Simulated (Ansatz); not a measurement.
C4H6 can be A, `C#CCC`, or B, `CC1=CC1`.

Isolated molecules relaxed with PBE0-D4/def2-TZVP in Ansatz; ΔE leaves out vibrations. CCSD(T)/CBS is the MP2 limit (def2-TZVPP, def2-QZVPP) plus CCSD(T) − MP2 in def2-TZVPP, frozen cores. DFT in def2-TZVPP.

Task: Which isomer does CCSD(T)/CBS put lower? Give the gap. (An estimate is asked.)

Result: Computed: A, by 74.6 kJ/mol.

Task: Give E(B) − E(A) in kJ/mol with CCSD/def2-TZVPP, LDA (SPW92), PBE0-D4, PBE-D4, HF/def2-TZVPP, CCSD(T)/def2-SVP, B2PLYP. (Estimate.)

Result: Ansatz gave: CCSD/def2-TZVPP 75.8, LDA (SPW92) 37.9, PBE0-D4 48.9, PBE-D4 49.0, HF/def2-TZVPP 87.2, CCSD(T)/def2-SVP 64.3, B2PLYP 75.2. None reverses the order clearly.

Task: Does the order hold for the free energy at 298.15 K (harmonic terms from PBE0-D4)? (An estimate is asked.)

Result: Computed: Yes: G(B) − G(A) = +74.8 kJ/mol.

Largest T1 diagnostic: 0.011.

At CCSD(T), def2-SVP lies −10.3 kJ/mol from the extrapolated value and def2-TZVPP +0.0 kJ/mol. In def2-TZVPP, CCSD(T) changes the Hartree–Fock value by −12.6 kJ/mol (the triples alone add −1.2 kJ/mol) and MP2 by −13.4 kJ/mol.
